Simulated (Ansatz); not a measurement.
C3O2, SMILES `O=C=C=C=O`. Charge 0, multiplicity 1.

Cartesian coordinates in Å:
```
O -0.499 -1.554 1.796
C -0.262 -0.814 0.941
C -0.001 0.001 0.000
C 0.262 0.814 -0.941
O 0.500 1.553 -1.797
```

(1) Give the diagnostics of a CCSD(T)/def2-TZVPP run (frozen core, the Gaussian-basis code of Ansatz). (Estimate.)

## Answers

(1) The calculation gave: T1 = 0.0204, largest single amplitude 0.054, largest double 0.068, (T) share of the correlation energy 5.5 %, 9 CCSD cycles. The RHF solution is stable towards an unrestricted one. T1 lies over the customary mark of 0.02 for closed shells.
